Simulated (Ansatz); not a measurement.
Cost and result for the atomization energy of H4OSi2 (`[SiH]O[SiH3]`) (7 atoms, 6 bonds).

```xyz
7

Si    0.133    0.705   -2.137
O     0.593    0.592   -0.562
Si    0.181   -0.117    0.872
H    -1.108   -0.219   -2.056
H    -1.046   -0.935    0.695
H     1.307   -0.976    1.314
H    -0.058    0.950    1.874
```

Total charge 0; spin multiplicity 1. All single points use the PBE0-D4/def2-TZVP geometry. Program: Ansatz. All runs use 2 threads of a server CPU on a shared host. Times are those of one run each, without the atoms' runs, and a repeat can differ threefold. Electronic energies, without spin–orbit coupling; frozen cores. CCSD(T)/CBS adds CCSD(T) − MP2 in def2-TZVPP to the MP2 limit, and its time is that of the two runs behind it. T1 = 0.014; the RHF reference is unstable towards UHF. B3LYP takes the VWN-RPA correlation (the form of Gaussian; ORCA's B3LYP/G).

CCSD(T)/CBS is a level of theory with its own doubt, some kJ/mol a heavy atom from the limit and from the frozen cores, so smaller differences don't rank the functionals.

```json
{"level": "LDA (SPW92)/def2-TZVPP", "functions": "171", "wall time": "0.85 s", "atomization (kcal/mol)": "597.4", "difference from CCSD(T)/CBS": "58.0", "per bond": "9.7"}
{"level": "BLYP-D4/def2-TZVPP", "functions": "171", "wall time": "1.4 s", "atomization (kcal/mol)": "534.5", "difference from CCSD(T)/CBS": "-4.9", "per bond": "-0.8"}
{"level": "revPBE-D4/def2-TZVPP", "functions": "171", "wall time": "1.4 s", "atomization (kcal/mol)": "520.9", "difference from CCSD(T)/CBS": "-18.5", "per bond": "-3.1"}
{"level": "CCSD(T)/def2-SVP", "functions": "70", "wall time": "1.4 s", "atomization (kcal/mol)": "493.7", "difference from CCSD(T)/CBS": "-45.7", "per bond": "-7.6"}
{"level": "PBE-D4/def2-TZVPP (with forces)", "functions": "171", "wall time": "1.6 s", "atomization (kcal/mol)": "531.0", "difference from CCSD(T)/CBS": "-8.4", "per bond": "-1.4"}
{"level": "PBE0-D4/def2-TZVPP", "functions": "171", "wall time": "1.7 s", "atomization (kcal/mol)": "524.1", "difference from CCSD(T)/CBS": "-15.3", "per bond": "-2.5"}
{"level": "B3LYP-D4/def2-TZVPP (with forces)", "functions": "171", "wall time": "2.4 s", "atomization (kcal/mol)": "536.4", "difference from CCSD(T)/CBS": "-3.0", "per bond": "-0.5"}
{"level": "r2SCAN-D4/def2-TZVPP (with forces)", "functions": "171", "wall time": "2.7 s", "atomization (kcal/mol)": "532.5", "difference from CCSD(T)/CBS": "-6.9", "per bond": "-1.1"}
{"level": "r2SCANh-D4/def2-TZVPP", "functions": "171", "wall time": "2.9 s", "atomization (kcal/mol)": "529.2", "difference from CCSD(T)/CBS": "-10.2", "per bond": "-1.7"}
{"level": "B97M-V/def2-TZVPP", "functions": "171", "wall time": "4.5 s", "atomization (kcal/mol)": "539.6", "difference from CCSD(T)/CBS": "0.2", "per bond": "0.0"}
{"level": "MP2/def2-QZVPP", "functions": "317", "wall time": "12 s", "atomization (kcal/mol)": "536.1", "difference from CCSD(T)/CBS": "-3.3", "per bond": "-0.6"}
{"level": "CCSD(T)/def2-TZVPP", "functions": "171", "wall time": "20 s", "atomization (kcal/mol)": "523.5", "difference from CCSD(T)/CBS": "-15.9", "per bond": "-2.7"}
{"level": "CCSD(T)/CBS(def2)", "functions": "–", "wall time": "32 s", "atomization (kcal/mol)": "539.4", "difference from CCSD(T)/CBS": "0.0", "per bond": "0.0"}
```

Leaving LDA and LC-ωPBE aside and taking each functional with its dispersion term where it has one, the values, not all of them listed here, spread over 19.4 kcal/mol, from revPBE-D4 to ωB97X-V. LDA lies +69.7 kcal/mol from PBE without D4, its usual overbinding. From r2SCAN to r2SCAN0 (25 % exact exchange), in def2-TZVPP and without D4, the atomization energy moves by −8.1 kcal/mol: exact exchange takes away binding that semilocal exchange gives to molecules. In def2-TZVPP, CCSD(T) changes the Hartree–Fock value by +128.0 kcal/mol (the triples alone add +6.1 kcal/mol) and MP2 by +130.8 kcal/mol; breaking electron pairs costs correlation energy, which Hartree–Fock lacks.
